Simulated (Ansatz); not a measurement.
The input, for Ansatz 0.2.0:

```yaml
crystal:
  periodic: [false, false, false]
  atoms:
    - {symbol: B, position_ang: [-0.070233, 0.135236, 0.133943]}
    - {symbol: H, position_ang: [0.344452, 0.947731, 0.944596]}
    - {symbol: H, position_ang: [-0.494560, -0.672458, 0.944404]}
    - {symbol: H, position_ang: [-0.483045, 0.943882, -0.681500]}
    - {symbol: H, position_ang: [1.386461, -2.669672, -2.644149]}
basis:
  gaussian: {orbitals: 6-31G}
magnetization: {spin_polarized: false, initial_magnetization: 1}
correlation: {method: ccsdtq, electrons: outside_noble_gas}
```

```sh
$ ansatz run in.yaml --threads 1 --pin off --events-out ev --progress --plain --max-ram 2393MiB
```

The program prints:

```
381 factors; integrals over basis functions are off by at most 8.1e-8 eV
mean field evaluation 1: about -729.3238 eV, gradient 9.9e0 eV
mean field evaluation 2: about -729.3200 eV, gradient 9.9e0 eV
mean field evaluation 4: about -729.8925 eV, gradient 7.1e-1 eV
mean field evaluation 8: about -729.8997 eV, gradient 1.3e-3 eV
mean field evaluation 16: about -729.8997 eV, gradient 2.3e-6 eV
mean field -729.89966092 eV, -26.8233177952 hartree, gradient 2.3e-6 eV, S^2 0.750000; 0 other end points of the search recorded, 0 dependent functions left out
1 core orbitals not correlated: weight in the atoms' cores, before any rotation towards them, 1.000 or more for the frozen orbitals, at most 0.000 for the correlated occupied ones
reference -729.89966092 eV, -26.8233177952 hartree; 4, 3 occupied and 12, 13 virtual orbitals, 381 factors
second order -1.57713003 eV of doubles, -0.00000218 eV of singles
cycle   1  -1.94261593 eV  change   -3.7e-1 eV  update   4.6e-2
cycle   2  -2.12892287 eV  change   -1.9e-1 eV  update   1.9e-2
cycle   3  -2.13614849 eV  change   -7.2e-3 eV  update   4.0e-3
cycle   4  -2.13704200 eV  change   -8.9e-4 eV  update   1.1e-3
cycle   5  -2.13690024 eV  change    1.4e-4 eV  update   4.4e-4
cycle   6  -2.13704596 eV  change   -1.5e-4 eV  update   1.9e-4
cycle   7  -2.13705862 eV  change   -1.3e-5 eV  update   8.2e-5
cycle   8  -2.13701755 eV  change    4.1e-5 eV  update   3.7e-5
cycle   9  -2.13701933 eV  change   -1.8e-6 eV  update   1.3e-5
cycle  10  -2.13702423 eV  change   -4.9e-6 eV  update   6.4e-6
cycle  11  -2.13702500 eV  change   -7.7e-7 eV  update   4.3e-6
cycle  12  -2.13702487 eV  change    1.3e-7 eV  update   3.5e-6
cycle  13  -2.13702341 eV  change    1.5e-6 eV  update   2.2e-6
cycle  14  -2.13702314 eV  change    2.7e-7 eV  update   9.4e-7
cycle  15  -2.13702327 eV  change   -1.3e-7 eV  update   4.1e-7
Total energy: -732.03668419 eV, -26.9018519517 hartree
```

For the same geometry and basis full CI lies 0.0 meV lower.

Ran on 1 thread of Arm Neoverse V2, shared host: 9.5 s wall, 0.16 GiB peak host memory.
